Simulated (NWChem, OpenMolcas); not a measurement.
# Exact exchange and the dipole moment of C3H2O

The species is C3H2O (6 atoms), meant as a singlet with charge 0. SMILES: `C#CC=O`. Geometry: relaxed at PBE0-D4/def2-TZVP.

The dipole moment y, in D, basis 6-311+G(d,p); a is the functional's share of exact exchange. Programs: NWChem 7.3.0, OpenMolcas 26.06.

| functional | program | a | y (D) |
| --- | --- | --- | --- |
| TPSS | NWChem | 0 | 2.96 |
| revPBE | NWChem | 0 | 2.91 |
| B3LYP | OpenMolcas | 0.2 | 3.06 |
| PBE0 | OpenMolcas | 0.25 | ? |
| BHLYP | NWChem | 0.5 | 3.19 |

Task: Fit y = c + s·a to the known rows and predict PBE0.

Result: 
1. Means of the 4 rows: a = 0.1750, y = 3.030.
2. Σ(Δa)² = 0.1675, Σ(Δa·Δy) = 0.086, so the slope is 0.086/0.1675 = 0.51343.
3. Intercept: 3.030 − (0.51343) × 0.1750 = 2.940. The largest residual of the fit is 0.030.
4. PBE0: 2.940 + (0.51343) × 0.25 = 3.07 D.

The run gave 3.04 D, so the prediction is off by +0.03 D, about the scatter of the fit. More exact exchange makes the molecule more polar here.
